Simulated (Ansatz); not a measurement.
A relaxed structure of C. Space group Fd-3m (No. 227), diamond type. Calculation: PBE (plane waves to 420 eV, PAW, scalar-relativistic; Ansatz, a program for electronic structure).

```cif
data_C8
_chemical_formula_sum 'C8'
_space_group_name_H-M_alt 'Fd-3m :1'
_space_group_IT_number 227
_space_group_name_Hall 'F 4d 2 3 -1d'
_cell_length_a 3.57162
_cell_length_b 3.57162
_cell_length_c 3.57162
_cell_angle_alpha 90.000
_cell_angle_beta 90.000
_cell_angle_gamma 90.000
loop_
_atom_site_label
_atom_site_type_symbol
_atom_site_symmetry_multiplicity
_atom_site_Wyckoff_symbol
_atom_site_fract_x
_atom_site_fract_y
_atom_site_fract_z
_atom_site_occupancy
C1 C 8 a 0.00000 0.00000 0.00000 1
```
(The calculation used a cell of 2 atoms; values per cell refer to that cell.)

Q: What band gap does PBE give?

A: 4.13 eV, indirect (valence top at Γ, conduction bottom at 71 % of the way from Γ to X) (no spin-orbit coupling).

Q: Predict the smallest direct gap from PBE.

A: 5.58 eV at Γ.

No spin polarisation in the result.

Measured for C: a 3.553 Å (static lattice; corrected from measurement; as listed in Daniel Mejia-Rodriguez, S. B. Trickey, Phys. Rev. B (2018)); gap 5.85 eV (static lattice; corrected from measurement; as listed in Wei Chen et al., Physical Review Materials (2018)). Computed minus measured — a: PBE +0.5 %; gap: PBE -1.72 eV. The computed values are for a static lattice, and a measured gap can be an optical one, lowered by exciton binding.

The run could not lose the symmetry of its start; a randomly shaken copy of 4 atoms returns to this structure.

All atoms sit on sites fixed by symmetry, so only the cell could relax.
